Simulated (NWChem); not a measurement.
System: methanol (CH4O); SMILES CO

Here is an NWChem input.

```
start job
memory heap 200 mb stack 900 mb global 1100 mb
geometry units angstroms noautoz
  C     -0.008379    -0.639520     0.000000
  O     -0.090741     0.755379     0.000000
  H      0.500926    -1.049112    -0.894875
  H     -1.034765    -1.035935     0.000000
  H      0.500926    -1.049112     0.894875
  H      0.803609     1.108715     0.000000
end
basis spherical
  * library def2-svp
end
dft
  xc xcamb88 1.00 lyp 0.81 vwn_5 0.19 hfexch 1.00
  cam 0.33 cam_alpha 0.19 cam_beta 0.46
  iterations 150
  vectors input atomic output neutral.movecs
end
task dft energy
charge 1
dft
  odft
  mult 2
  vectors input atomic output cation.movecs
end
task dft energy
```

Geometry: optimised at PBE0/def2-SVP.

Ions are spin-unrestricted doublets at the neutral geometry; other ion states weren't tried.

Question: Predict the main results of this run. (CAM-B3LYP/def2-SVP, vertical spin-unrestricted ions.) Quantities: vertical ionisation energy, ΔSCF (eV); −ε(HOMO) (eV).

Answer: 
```json
{
 "vertical ionisation energy, ΔSCF (eV)": "10.76",
 "−ε(HOMO) (eV)": "9.05"
}
```
